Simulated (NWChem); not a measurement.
**One shape, several levels: H3O+ (oxonium)**

We compute a comparison of 6 runs (HF/STO-3G, HF/aug-cc-pVTZ, B3LYP/6-31G*, SVWN5/aug-cc-pVTZ, CCSD(T)/aug-cc-pVTZ) of H3O+ (oxonium). 

The calculation is run with NWChem 7.3.0.

### Step 1. The molecule

H3O+ has 4 atoms, charge +1, and is taken as a singlet. SMILES: `[OH3+]`. Geometry: relaxed at PBE0-D4/def2-TZVP.

Bond lengths: O1–H2 0.978 Å, O1–H3 0.978 Å, O1–H4 0.978 Å. Angles: H2–O1–H3 113.0°, H2–O1–H4 113.0°, H3–O1–H4 113.0°.

### Step 2. Energy and gradient at HF/STO-3G (run 1)

work.xyz reads:

```xyz
4

O      0.181970    -0.056700    -0.052760
H      0.219060     0.918440     0.015140
H     -0.408890    -0.368290    -0.767380
H      0.007860    -0.493450     0.805020
```

work.nw reads:

```
start work
memory total 2200 mb
charge 1
geometry units angstrom noautosym nocenter noautoz
   load format xyz work.xyz
end
basis spherical bse
   * library STO-3G
end
scf
   thresh 1e-08
   maxiter 80
end
task scf gradient
```

Run with:

```
$ nwchem work.nw > work.out
```

What it wrote:

```text
[...]
  functions       =     8
[...]
  wavefunction    = RHF
[...]
         Total SCF energy =    -75.329826580951
      One-electron energy =   -127.037682153762
      Two-electron energy =     37.751547201254
 Nuclear repulsion energy =     13.956308371557
        Time for solution =      0.0s
[...]
                         RHF ENERGY GRADIENTS
    atom               coordinates                        gradient
                 x          y          z           x          y          z
   1 O       0.343873  -0.107147  -0.099702   -0.007398   0.002321   0.002143
   2 H       0.413963   1.735600   0.028610   -0.002190  -0.015770  -0.000659
   3 H      -0.772690  -0.695967  -1.450138    0.008270   0.005666   0.012386
   4 H       0.014853  -0.932485   1.521267    0.001318   0.007783  -0.013871
[...]
```

It took 0.6 s on 1 thread of Intel Xeon 6975P-C (Granite Rapids), shared host; peak memory 0.097 GiB.

### Step 3. Energy and gradient at HF/aug-cc-pVTZ (run 2)

input.nw reads:

```
start input
title "H3O"
memory 2200 mb
charge 1

geometry noautosym nocenter noautoz
   O     0.181970   -0.056700   -0.052760
   H     0.219060    0.918440    0.015140
   H    -0.408890   -0.368290   -0.767380
   H     0.007860   -0.493450    0.805020
end

basis spherical bse
   * library aug-cc-pVTZ
end

scf
   thresh 1e-08
   maxiter 80
end

task scf gradient
```

Run with:

```
$ nwchem input.nw > input.out
```

What it wrote:

```text
[...]
  functions       =   115
[...]
  wavefunction    = RHF
[...]
         Total SCF energy =    -76.339876785361
      One-electron energy =   -128.554237109631
      Two-electron energy =     38.258051952713
 Nuclear repulsion energy =     13.956308371557
        Time for solution =     12.0s
[...]
                         RHF ENERGY GRADIENTS
    atom               coordinates                        gradient
                 x          y          z           x          y          z
   1 O       0.343873  -0.107147  -0.099702    0.013036  -0.004048  -0.003784
   2 H       0.413963   1.735600   0.028610    0.000581   0.017172   0.001229
   3 H      -0.772690  -0.695967  -1.450138   -0.010472  -0.005473  -0.012535
   4 H       0.014853  -0.932485   1.521267   -0.003145  -0.007652   0.015090
[...]
```

It took 17 s on 1 thread of Intel Xeon 6975P-C (Granite Rapids), shared host; peak memory 0.11 GiB.

### Step 4. Energy and gradient at B3LYP/6-31G(d) (spherical functions) (run 3)

mymol.nw reads:

```
start mymol
memory total 2200 mb
charge 1
geometry noautosym nocenter noautoz
  O     0.181970   -0.056700   -0.052760
  H     0.219060    0.918440    0.015140
  H    -0.408890   -0.368290   -0.767380
  H     0.007860   -0.493450    0.805020
end
basis spherical bse
  O library 6-31G*
  H library 6-31G*
end
dft
  xc b3lyp
  grid xfine
  convergence energy 1e-08
  iterations 100
  mulliken
  print medium
end
task dft gradient
```

Run with:

```
$ nwchem mymol.nw > mymol.out
```

What it wrote:

```text
[...]
          Wavefunction type:  closed shell.
          No. of atoms     :     4
          No. of electrons :    10
[...]
          Charge           :     1
          Spin multiplicity:     1
[...]
          AO basis - number of functions:    20
[...]
              XC Information
              --------------
                         B3LYP Method XC Potential
                     Hartree-Fock (Exact) Exchange  0.200
                        Slater Exchange Functional  0.800 local
                    Becke 1988 Exchange Functional  0.720 non-local
              Lee-Yang-Parr Correlation Functional  0.810
                  VWN I RPA Correlation Functional  0.190 local
[...]
 d= 0,ls=0.0,diis     1    -76.4025322355 -9.04D+01  7.52D-02  3.26D+00     0.3
[...]
 d= 0,ls=0.0,diis     7    -76.6870517835 -3.22D-10  7.28D-08  2.62D-12     1.4
         Total DFT energy =      -76.687051783483
      One electron energy =     -128.484560602429
           Coulomb energy =       47.253626705540
    Exchange-Corr. energy =       -9.412426258150
 Nuclear repulsion energy =       13.956308371557
[...]
      Total Density - Mulliken Population Analysis
     ---------------------------------------------
    Atom       Charge   Shell Charges
 -----------   ------   -------------------------------------------------------
    1 O    8     8.67   2.00  0.89  3.04  0.93  1.79  0.02
    2 H    1     0.44   0.42  0.03
    3 H    1     0.44   0.42  0.03
    4 H    1     0.44   0.42  0.03
[...]
  wavefunction    = closed shell
                         DFT ENERGY GRADIENTS
    atom               coordinates                        gradient
                 x          y          z           x          y          z
   1 O       0.343873  -0.107147  -0.099702   -0.008433   0.002640   0.002443
   2 H       0.413963   1.735600   0.028610    0.000311  -0.008938  -0.000781
   3 H      -0.772690  -0.695967  -1.450138    0.005930   0.002577   0.006228
   4 H       0.014853  -0.932485   1.521267    0.002193   0.003721  -0.007890
[...]
```

It took 2.2 s on 1 thread of Intel Xeon 6975P-C (Granite Rapids), shared host; peak memory 0.12 GiB.

Runs 4 to 5 aren't shown in full; the table further down has their settings and results.

### Step 5. A single-point energy at CCSD(T)/aug-cc-pVTZ (run 6)

h3o.nw reads:

```
START h3o
memory 2200 mb
charge 1

GEOMETRY units angstrom noautosym nocenter noautoz
 O      0.181970    -0.056700    -0.052760
 H      0.219060     0.918440     0.015140
 H     -0.408890    -0.368290    -0.767380
 H      0.007860    -0.493450     0.805020
END

BASIS "ao basis" spherical bse
 * library aug-cc-pVTZ
END

SCF
 thresh 1e-08
 maxiter 80
 print low
END

CCSD
 freeze core 1
 maxiter 60
END

TASK ccsd(t) energy
```

Run with:

```
$ nwchem h3o.nw > h3o.out
```

What it wrote:

```text
[...]
  functions       =   115
[...]
  wavefunction    = RHF
[...]
         Total SCF energy =    -76.339876785361
      One-electron energy =   -128.554237109631
      Two-electron energy =     38.258051952713
 Nuclear repulsion energy =     13.956308371557
        Time for solution =     11.9s
[...]
 Total MP2 energy:            -76.600094125959387
[...]
             energy      energy      error      ampl     ampl      Block
                                                time     time      time
[...]
 Total CCSD energy:            -76.608212314528217
[...]
 Total CCSD+T(CCSD) energy:            -76.615684455683805
[...]
 Total CCSD(T) energy:                 -76.615523817546247
[...]
```

Wall time 1.8 min (1 thread of Intel Xeon 6975P-C (Granite Rapids), shared host); peak memory 0.21 GiB.

### Step 6. Overview of the runs

```
run                               level  iteration cap   module  energy (Eh)  HOMO energy (eV)  LUMO energy (eV)  HOMO–LUMO gap (eV)  wall time
  1                           HF/STO-3G             80      scf   -75.329827            -24.87              2.67               27.54      0.6 s
  2                      HF/aug-cc-pVTZ             80      scf   -76.339877            -25.89             -4.67               21.22       17 s
  3  B3LYP/6-31G* (spherical functions)            100      dft   -76.687052            -20.20             -7.19               13.00      2.2 s
  4  B3LYP/6-31G* (Cartesian functions)            100      dft   -76.688811            -20.18             -7.21               12.97      2.3 s
  5                   SVWN5/aug-cc-pVTZ            100      dft   -76.173083            -18.72             -8.12               10.59       12 s
  6                 CCSD(T)/aug-cc-pVTZ             80  ccsd(t)   -76.615524                 –                 –                   –    1.8 min
```

### Step 7. Summary of results

```
                                         quantity         value
                              run 6: total energy  -76.61552 Eh
run 6: correlation energy (1 core orbital frozen)    -275.6 mEh
                            run 6: (T) correction     -7.31 mEh
```

What this shows: Over runs 1, 2, 3, 4, 5 the HOMO–LUMO gap runs from 10.59 eV (SVWN5/aug-cc-pVTZ) to 27.54 eV (HF/STO-3G). The two ends differ in method and basis. Totals of different functionals can't be ranked against each other. In run 1 the basis is minimal, so the values are rough. All runs together took 2.4 min, the longest 1.8 min.
